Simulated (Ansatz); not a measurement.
A run of Ansatz (development build ahead of 0.2.0) on singlet N₂ at this shape:

```xyz
2

N     0.0000    0.0000    0.0000
N     0.0000    0.0000    2.7500
```

Its results:

```json
{
  "Converged": "yes",
  "Total energy": "-109.06929 hartree",
  "Spin squared of the determinant": "2.869",
  "Stability test": "minimum"
}
```

Question: Which input gives this output? Name the method, the orbitals and the basis set, and write the input.

Answer: PBE (unrestricted) in pcseg-2.

```yaml
crystal:
  periodic: [false, false, false]
  atoms:
    - { symbol: "N", position_ang: [0.0, 0.0, 0.0] }
    - { symbol: "N", position_ang: [0.0, 0.0, 2.75] }
basis:
  gaussian: { orbitals: pcseg-2 }
magnetization:
  spin_polarized: true
hamiltonian:
  xc: pbe
```

Caution: the unrestricted determinant is a mixture of spin states.
